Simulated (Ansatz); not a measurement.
InBi₂S₄Cl (C2/m, No. 12; cell taken from a computed entry), treated with PBEsol+SOC in Ansatz (plane waves, PAW).

Settings: plane-wave cutoff 520 eV, 10×10×6 k mesh (along the axes of the cell as run), Fermi–Dirac smearing 0.01 eV, PAW data made under PBE.

Cell (relaxed with PBEsol):

```
CELL_PARAMETERS angstrom
      6.15518    -1.94784     0.07728
      6.15518     1.94784     0.07728
     -3.52962     0.00000     7.52307
ATOMIC_POSITIONS crystal
  In 0.00000 0.00000 0.00000
  Bi 0.79871 0.79871 0.28050
  Bi 0.20129 0.20129 0.71950
  S  0.16200 0.16200 0.32132
  S  0.83800 0.83800 0.67868
  S  0.37347 0.37347 0.05577
  S  0.62653 0.62653 0.94423
  Cl 0.50000 0.50000 0.50000
```

Question: What does this level give for the band gap, smallest direct gap on the k points sampled and Γ–Γ gap?

Answer: 
- band gap: 1.30 eV (indirect)
- smallest direct gap on the k points sampled: 1.40 eV
- Γ–Γ gap: 2.00 eV

Note: cell and atoms aren't relaxed at this level (largest force component 0.05 eV/Å, pressure 0.3 GPa).

Static lattice: no zero-point or thermal effects.

The result took very roughly 60 core-minutes.

Ansatz is a quantum-chemistry and plane-wave program.
